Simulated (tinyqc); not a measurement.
Ways to converge the cycle: SCF convergence aids in the sto-3g basis, for H2O, spin multiplicity 1. Computed by the program tinyqc with PySCF. 

Geometry (angstrom):

| atom | x | y | z |
|---|---|---|---|
| O | 0.0000 | 0.0000 | 0.0000 |
| H | 0.0000 | 0.8980 | 0.6050 |
| H | 0.0000 | -0.8980 | 0.6050 |

lowest restricted solution found by these runs and by PySCF = -74.941420 hartree

RHF with one setting changed at a time; a run stops when the energy changes by less than 1e-09 hartree and the error matrix is below 1e-5. The start is random orbitals. Damping d keeps d of the old density; a shift (hartree) raises the virtual levels; DIIS n extrapolates F over n matrices.

Largest element of the error matrix X^T (FDS - SDF) X:

| iteration | plain | damping 0.3 | damping 0.6 | shift 0.4 | DIIS 3 | DIIS 8 |
|---|---|---|---|---|---|---|
| 1 | 8.2e+00 | 8.2e+00 | 8.2e+00 | 8.2e+00 | 8.2e+00 | 8.2e+00 |
| 2 | 4.5e-01 | 2.6e+00 | 4.9e+00 | 3.8e-01 | 4.5e-01 | 4.5e-01 |
| 3 | 1.4e-01 | 8.0e-01 | 3.0e+00 | 3.7e-01 | 1.4e-01 | 1.4e-01 |
| 4 | 7.5e-02 | 2.5e-01 | 1.8e+00 | 3.1e-01 | 7.9e-02 | 7.9e-02 |
| 5 | 4.0e-02 | 8.1e-02 | 1.1e+00 | 2.3e-01 | 1.5e-02 | 1.5e-02 |
| 6 | 2.2e-02 | 5.5e-02 | 6.7e-01 | 1.6e-01 | 2.5e-03 | 2.6e-03 |
| 8 | 6.3e-03 | 2.5e-02 | 2.5e-01 | 7.3e-02 | 1.5e-04 | 1.5e-04 |
| 10 | 1.8e-03 | 1.1e-02 | 9.0e-02 | 3.3e-02 | 4.0e-06 | 2.5e-06 |
| 14 | 1.5e-04 | 2.3e-03 | 2.1e-02 | 6.6e-03 | - | - |
| 20 | - | 2.2e-04 | 6.2e-03 | 5.8e-04 | - | - |
| 30 | - | - | 7.9e-04 | 1.0e-05 | - | - |
| 45 | - | - | 3.6e-05 | - | - | - |

How each run ends:

| run | iterations | E (hartree) | state |
|---|---|---|---|
| plain | 19 | -74.941420 | lowest found |
| damping 0.3 | 29 | -74.941420 | lowest found |
| damping 0.6 | 52 | -74.941420 | lowest found |
| shift 0.4 | 31 | -74.941420 | lowest found |
| DIIS 3 | 10 | -74.941420 | lowest found |
| DIIS 8 | 10 | -74.941420 | lowest found |

6 of 6 runs reach the lowest restricted solution found, in 10 to 52 iterations (fastest: DIIS 3, DIIS 8). Plain steps already contract here, so damping only slows them. DIIS 3 and DIIS 8 gain by cancelling the error over several earlier matrices, much as a quasi-Newton step does.
